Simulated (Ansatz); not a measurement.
We consider hcp Ru, described by PBEsol (plane waves, PAW; Ansatz, a program for electronic structure).

A relaxed, unreconstructed slab of the (0001) face has 6 atoms, two equal faces of 6.274 Å² each and an energy of -34896.6790 eV. A bulk cell of 2 atoms with the same orientation and in-plane k mesh has -11633.0103 eV. Energies are extrapolated to zero smearing.

Settings: plane-wave cutoff 500 eV, 24×24×1 k mesh (along the axes of the cell as run), Fermi–Dirac smearing 0.1 eV, scalar-relativistic PAW data made under PBE.

Worked out: γ = (E_slab − N E_bulk per atom)/2A = [-34896.6790 − 6 × (-11633.0103/2)]/(2 × 6.274) = 0.1874 eV/Å². With 16.022 J/m² per eV/Å² this is 3.00 J/m², or 1.18 eV per surface cell and face.
